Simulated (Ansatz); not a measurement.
## [Cl···H···NH], triplet: the ladder up to UCCSDT(Q)

Geometry: a point of a hydrogen-transfer path between rigid fragments, not a stationary point.

```xyz
4

Cl   -0.8041    0.0197    0.0000
H     0.4747    0.0197    0.0000
N     1.8489    0.0197    0.0000
H     2.1179   -0.9846    0.0000
```

Basis cc-pVDZ; Ansatz 0.2.0. Correlated methods freeze the noble-gas cores, which leaves 14 electrons in 36 orbitals. R marks a restricted (for open shells ROHF) determinant, U an unrestricted one. Active spaces: valence = (14e, 10o) chosen from the atoms' valence shells; pair = (4e, 4o) about the gap.

Full CI isn't at hand for all of this; UCCSDT(Q) serves as the reference, and is uncertain by about the last step of the cluster series. The frozen core follows each run's orbitals, which can shift R against U totals by a few meV.

For open shells CISD is restricted-active-space CI with the open shells as a complete middle space.

* UHF ⟨S²⟩: 2.020
* T1 diagnostic (RCCSD): 0.0208
* largest doubles amplitude (RCCSD): 0.035
* T1 diagnostic (UCCSD): 0.0130

```
                   level  E − E(UCCSDT(Q)) (kJ/mol)  share of correlation (%)  wall time
                     RHF                      816.6                      0.00          –
                     UHF                      794.6                      2.70          –
                    RMP2                      107.2                     86.88          –
                    UMP2                      106.6                     86.94          –
                    CISD                       78.5                     90.38      4.3 s
                   RCCSD                       17.4                     97.87          –
                   UCCSD                       16.9                     97.93          –
                RCCSD(T)                        3.1                     99.63      1.2 s
                UCCSD(T)                        2.9                     99.64      1.1 s
                 BCCD(T)                        3.0                     99.63      1.4 s
                  RCCSDT                        1.3                     99.84          –
                  UCCSDT                        1.2                     99.85          –
               RCCSDT(Q)                        0.1                     99.98       34 s
     CASSCF (pair space)                      756.4                      7.37          –
     NEVPT2 (pair space)                      102.8                     87.41     0.63 s
     MRCISD (pair space)                       69.7                     91.46          –
   MRCISD+Q (pair space)                        5.7                     99.31     0.99 s
  CASSCF (valence space)                      691.3                     15.34          –
  NEVPT2 (valence space)                      136.5                     83.28      2.6 s
  MRCISD (valence space)                       55.5                     93.21          –
MRCISD+Q (valence space)                        3.4                     99.59        6 s
```

The correlation energy at UCCSDT(Q), counted from RHF, is -8.463 eV. That run took 27 s on 1 thread of Arm Neoverse V2, shared host.

Times hold each run's SCF and search for its determinant on a shared host, so for small cases they say little of a method's own cost; they ran on 1 thread of Arm Neoverse V2.

Natural occupations of CASSCF (valence space) about the gap: 1.994 1.980 1.974 1.002 1.000 0.029 0.023; effectively unpaired electrons, Σ n²(2−n)², 2.01.
